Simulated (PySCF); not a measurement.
Species: 1,4,5,8-tetraazanaphthalene, C6H4N4.
SMILES with atom numbers: `[cH:1]1[cH:2][n:3][c:4]2[n:5][cH:6][cH:7][n:8][c:9]2[n:10]1` (hydrogens: H11 on C1; H12 on C2; H13 on C6; H14 on C7)

The same species was optimised twice, with GFN2-xTB and with PBE0-D3(BJ)/def2-SVP (PySCF), and the same property calculations (PySCF, gas phase) were run on both structures.

```
   coordinate  GFN2-xTB  PBE0-D3(BJ)/def2-SVP  change
    C1–C2 (Å)     1.415                 1.424  +0.009
    C6–C7 (Å)     1.415                 1.424  +0.009
    C4–N5 (Å)     1.347                 1.352  +0.005
   C9–N10 (Å)     1.347                 1.352  +0.005
    N3–C4 (Å)     1.347                 1.352  +0.005
    N8–C9 (Å)     1.347                 1.352  +0.005
    C2–N3 (Å)     1.303                 1.307  +0.004
    C7–N8 (Å)     1.304                 1.307  +0.003
    N5–C6 (Å)     1.303                 1.307  +0.004
   C1–N10 (Å)     1.304                 1.307  +0.003
    C4–C9 (Å)     1.426                 1.429  +0.003
N8–C9–N10 (°)     118.2                 117.8    -0.4
 N3–C4–N5 (°)     118.2                 117.8    -0.4
C1–N10–C9 (°)     116.7                 116.4    -0.3
 C2–N3–C4 (°)     116.7                 116.5    -0.2
 C7–N8–C9 (°)     116.7                 116.5    -0.2
 C4–N5–C6 (°)     116.7                 116.5    -0.2
C4–C9–N10 (°)     120.9                 121.1    +0.2
 C4–C9–N8 (°)     120.9                 121.1    +0.2
```

Rotational constants: A = 3297, B = 1403, C = 984.2 MHz (GFN2-xTB) against A = 3265, B = 1396, C = 977.8 MHz (PBE0-D3(BJ)/def2-SVP). Point groups within 0.08 Å: D2h and D2h.

On the GFN2-xTB structure: HOMO (eV) -7.16 [PBE0/pcSseg-1]; LUMO (eV) -2.90 [PBE0/pcSseg-1]; GIAO shielding of C1/C2/C6/C7 (mean) (ppm) 33.3 [PBE0/pcSseg-1]; GIAO shielding of N3/N5/N8/N10 (mean) (ppm) -125.5 [PBE0/pcSseg-1]; GIAO shielding of C4/C9 (mean) (ppm) 35.6 [PBE0/pcSseg-1].

What do these properties become on the PBE0-D3(BJ)/def2-SVP structure?

```csv
property,level,on GFN2-xTB,on PBE0-D3(BJ)/def2-SVP,change
HOMO (eV),PBE0/pcSseg-1,-7.16,-7.19,-0.03
LUMO (eV),PBE0/pcSseg-1,-2.90,-2.91,-0.01
"energy, GFN2-xTB geometry as zero (kcal/mol)",PBE0/pcSseg-1,0.0,-0.3,-0.3
GIAO shielding of C1/C2/C6/C7 (mean) (ppm),PBE0/pcSseg-1,33.3,31.1,-2.2
GIAO shielding of N3/N5/N8/N10 (mean) (ppm),PBE0/pcSseg-1,-125.5,-126.3,-0.8
GIAO shielding of C4/C9 (mean) (ppm),PBE0/pcSseg-1,35.6,34.4,-1.2
```

The heavy atoms differ by 0.006 Å rms after alignment. Among bonds between heavy atoms C1–C2 and C6–C7 change most and about equally (+0.009 Å). Changes are differences of the printed values. Neither structure is proved a minimum here.
